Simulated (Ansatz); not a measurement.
# SiAsH3 (H-bridged), triplet: the ladder up to UCCSDT(Q)

Geometry: that of the SiAsH3 (H-bridged), singlet, kept fixed. The singlet lies 1.2 eV lower here.

```yaml
atoms:
  - { symbol: Si, position_ang: [-0.0418, 0.0000, 1.5269] }
  - { symbol: As, position_ang: [-0.0034, 0.0000, -0.6438] }
  - { symbol: H, position_ang: [1.2924, 0.0000, 0.4670] }
  - { symbol: H, position_ang: [0.0615, 1.1927, 2.4197] }
  - { symbol: H, position_ang: [0.0615, -1.1927, 2.4197] }
```

Basis cc-pVDZ; Ansatz 0.2.0. Correlated methods freeze the noble-gas cores and the filled d shells of p-block atoms, which leaves 12 electrons in 41 orbitals. R marks a restricted (for open shells ROHF) determinant, U an unrestricted one. Active spaces: valence = (12e, 11o) chosen from the atoms' valence shells. No spin–orbit coupling is included, and no scalar relativity.

Full CI isn't at hand for all of this; UCCSDT(Q) serves as the reference, and is uncertain by about the last step of the cluster series. The frozen core follows each run's orbitals, which can shift R against U totals by a few meV for light atoms and by up to 0.1 eV past Ca.

```
UHF ⟨S²⟩                          : 2.055
T1 diagnostic (RCCSD)             : 0.0285
largest doubles amplitude (RCCSD) : 0.044
T1 diagnostic (UCCSD)             : 0.0214
```

```
   level  E − E(UCCSDT(Q)) (kJ/mol)  wall time
     UHF                      621.7          –
    UMP2                      128.1          –
   UCCSD                       24.6          –
UCCSD(T)                        4.7        5 s
  UCCSDT                        1.2          –
```

Run but not shown, since their state, orbitals or frozen core can't be matched to the reference's or they repeat it: RHF, RMP2, CISD, RCCSD, RCCSD(T), BCCD(T), RCCSDT, RCCSDT(Q), CASSCF (valence space), NEVPT2 (valence space), NEVPT4(SD) (valence space), MRCISD (valence space), MRCISD+Q (valence space).

Times hold each run's SCF and search for its determinant on a shared host, so for small cases they say little of a method's own cost; they ran on 1 thread of AMD EPYC 7R13.

Natural occupations of CASSCF (valence space) about the gap: 1.979 1.971 1.970 1.956 1.001 0.999 0.049 0.041 0.023 0.018; effectively unpaired electrons, Σ n²(2−n)², 2.04.
